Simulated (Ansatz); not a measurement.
A made-up structure of CH4BS, doublet:

```
7
angstrom
C -0.6306 0.3695 -0.0939
B 0.7191 -0.4188 0.0295
S 1.4712 -0.9058 1.5175
H -1.3305 -0.2150 -0.7006
H 1.9692 -1.2581 2.7330
H -1.1072 0.6143 0.8552
H 1.3302 -0.7406 -0.9583
```

It is relaxed with PBE-D4/def2-SVP and then PBE0-D4/def2-TZVP (Ansatz 0.2.0). Atoms count as bonded within 1.22 times the sum of their covalent radii (H–H: 0.88 Å). The end point is not checked to be a true minimum.

Task: Does its bonding change? (Judge from chemistry; the calculation decides.)

Result: Computed: No: no bond forms or breaks.

Where it ends: The first stage lowers the energy by 2.60 eV in 11 steps. It ends as CH₄BS ([CH2][BH][SH]):
```xyz
7
angstrom
C -0.5395 0.0318 0.1923
B 0.8196 -0.6107 0.0007
S 1.8949 -1.0396 1.3620
H -1.1840 0.2877 -0.6436
H 1.1177 -0.6244 2.3788
H -0.9527 0.2754 1.1678
H 1.2654 -0.8747 -1.0757
```

Labels in which every atom is bracketed show which atoms are joined, not bond orders.

For scale, one of the runs: PBE0-D4/def2-TZVP relaxation, 123 basis functions, launched by `ansatz run in.yaml --threads 2 --pin off --events-out ev --progress --plain --max-ram 4352MiB`. The run took about 15 s on 2 CPU threads of an Arm Neoverse V2 (shared host).
